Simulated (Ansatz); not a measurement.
Species: CH₃O, SMILES `C[O]` (charge 0, multiplicity 2).

Question: Give a relaxed geometry from PBE-D3(BJ)/def2-TZVP (Ansatz, an electronic-structure program).

Answer: the end point of this relaxation (outside a Z-matrix the atoms follow the SMILES, hydrogens last).
Z-matrix (Å, degrees):
```
C
O 1 1.3530
H 1 1.1114 2 114.39
H 1 1.1116 3 111.81 2 -132.06
H 1 1.1225 3 104.78 4 -113.02
```
